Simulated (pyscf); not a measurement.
# Substitution at S: `[SiH3][S][SnH3]` + `[H]` [doublet] → `[SiH3][SH]` + `[SnH3]` [doublet]

Gas phase, doublet surface, charge 0. Bonds broken: S2–Sn3. Bonds formed: S2–H10. Optimised with ωB97X-D3(BJ)/def2-SVP in PySCF.

Transition state (Å):

```xyz
10

Si    -1.9858     0.7418    -0.0060
S     -0.5180    -0.3296     1.1288
Sn     1.0643    -0.5418    -0.7811
H     -3.2415     0.7717     0.7889
H     -2.2112     0.0435    -1.3043
H     -1.5307     2.1302    -0.2968
H      2.5518    -0.9735    -0.0741
H      0.5027    -1.7493    -1.8493
H      1.1638     0.9697    -1.5722
H     -1.4369    -0.1024     2.6947
```

One imaginary mode, 715i cm⁻¹; descent along it reached the two sides named.

```tsv
bond	change	reactant side (Å)	saddle	product side
S2–Sn3	breaks	2.409	2.489	3.4
S2–H10	forms	3.5	1.830	1.348
```

Electronic energies relative to the separated reactants (kJ/mol):

| level | barrier | reaction energy | reverse barrier |
|---|---|---|---|
| ωB97X-D3(BJ)/def2-TZVP | 17.9 | -43.0 | 60.9 |
| PBE/def2-TZVP | -9.4 | -77.0 | 67.6 |
| r²SCAN/def2-TZVP | -11.4 | -78.3 | 66.9 |
| B3LYP-D3(BJ)/def2-TZVP | -8.0 | -81.9 | 73.9 |
| PBE0-D3(BJ)/def2-TZVP | 0.3 | -66.5 | 66.8 |
| M06-2X/def2-TZVP | 13.5 | -79.7 | 93.2 |
| ωB97M-D3(BJ)/def2-TZVP | 14.1 | -81.4 | 95.5 |
| HF/def2-TZVP | 59.8 | -72.3 | 132.1 |

With ωB97M-D3(BJ)/def2-TZVP energies and thermal terms (ideal gas, 1 atm, RRHO with modes under 100 cm⁻¹ raised to 100, one conformer, R ln 2 for chiral ones without a mode under 150 cm⁻¹), in kJ/mol:

```tsv
T (K)	ΔH‡	ΔG‡	ΔH	ΔG
298	13.1	39.2	-73.1	-86.5
600	11.7	66.3	-78.7	-97.8
900	10.4	93.9	-84.3	-106.2
1200	9.1	122.0	-89.5	-112.7
```

At PBE, r²SCAN, B3LYP-D3(BJ) this geometry lies under the reactants; that is no barrier but a single point on another level's saddle; such a level's own saddle, if it has one, lies nearer that side and is low. This is the saddle that the search found; another between the same sides may lie lower. The angle at the attacked S is 171°. Elements past Kr carry the def2 core potentials, without spin-orbit coupling.
